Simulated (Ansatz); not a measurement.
Results of r²SCAN-D4 (Ansatz, a first-principles code, PAW) for corundum (α-Al2O3).

Settings: plane-wave cutoff 500 eV, 10×10×10 k mesh, gaussian smearing 0.02 eV, scalar-relativistic PAW data made under PBE.

Cell (relaxed at this level):

```cif
data_Al12O18
_chemical_formula_sum 'Al12 O18'
_space_group_name_H-M_alt 'R-3c :H'
_space_group_IT_number 167
_space_group_name_Hall '-R 3 2"c'
_cell_length_a 4.74820
_cell_length_b 4.74820
_cell_length_c 12.96194
_cell_angle_alpha 90.000
_cell_angle_beta 90.000
_cell_angle_gamma 120.000
loop_
_atom_site_label
_atom_site_type_symbol
_atom_site_symmetry_multiplicity
_atom_site_Wyckoff_symbol
_atom_site_fract_x
_atom_site_fract_y
_atom_site_fract_z
_atom_site_occupancy
Al1 Al 12 c 0.00000 0.00000 0.14807 1
O1 O 18 e 0.30645 0.30645 0.75000 1
```
(The calculation used a cell of 10 atoms; values per cell refer to that cell.)

### Question
Give the computed band gap.

### Answer

- band gap = 7.23 eV (on the SCF k mesh)

Computed values are for the static lattice.

It cost very roughly 100 core-seconds of CPU time.
